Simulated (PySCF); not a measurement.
# Simulated absorption spectrum

Cyclopropyl methyl ether, C4H8O.
Bonds: C1–O2, O2–C3, C3–C4, C4–C5, C3–C5. Hydrogens: H6, H7, H8 on C1; H9 on C3; H10, H11 on C4; H12, H13 on C5.

Level of theory: PySCF, TDDFT CAM-B3LYP/def2-SVPD, vertical, gas phase, core orbitals frozen in the response. The structure is a single PBE0-D3(BJ)/def2-SVP conformer in the gas phase; no vibrational or solvent corrections. Torsions of this conformer, `[CH3:1][O:2][CH:3]1[CH2:4][CH2:5]1`: C1–O2–C3–C4 152°.

Computed states:

```json
{"state": "S1", "E (eV)": "7.18", "f": "0.015"}
{"state": "S2", "E (eV)": "7.69", "f": "0.011"}
{"state": "S3", "E (eV)": "7.86", "f": "0.022"}
{"state": "S4", "E (eV)": "8.07", "f": "0.016"}
{"state": "S5", "E (eV)": "8.19", "f": "0.0083"}
{"state": "S6", "E (eV)": "8.55", "f": "0.030"}
```

Broadening: Gaussians 0.4 eV wide at half height, area fixed by f = 4.319×10⁻⁹ ∫ε dν̃. The width is an assumption, not a result. The curve ends short of the highest state used, and states not computed would add to its high-energy end.

(1) Give the broadened spectrum and its maxima.

(2) Coming from long wavelengths, where does ε first pass 100 L mol⁻¹ cm⁻¹?

Results:

(1) 
(E (eV), ε (L mol⁻¹ cm⁻¹)): (6.58, 2), (6.63, 5), (6.68, 13), (6.72, 25), (6.77, 53), (6.82, 103), (6.87, 186), (6.91, 279), (6.96, 430), (7.01, 607), (7.05, 752), (7.10, 910), (7.15, 1011), (7.19, 1036), (7.24, 997), (7.29, 898), (7.34, 778), (7.38, 698), (7.43, 655), (7.48, 701), (7.52, 809), (7.57, 1027), (7.62, 1315), (7.66, 1573), (7.71, 1897), (7.76, 2188), (7.81, 2417), (7.85, 2543), (7.90, 2625), (7.95, 2625)

Maxima: 172 nm (7.19 eV), ε about 1000, made up of S1 (99%); 156 nm (7.93 eV), ε about 2600, made up of S2 (11%), S3 (53%) and S4 (29%) (ε in L mol⁻¹ cm⁻¹; maxima over ε = 5, shares over 10%).

(2) At about 182 nm (6.82 eV), 0.37 eV below S1.
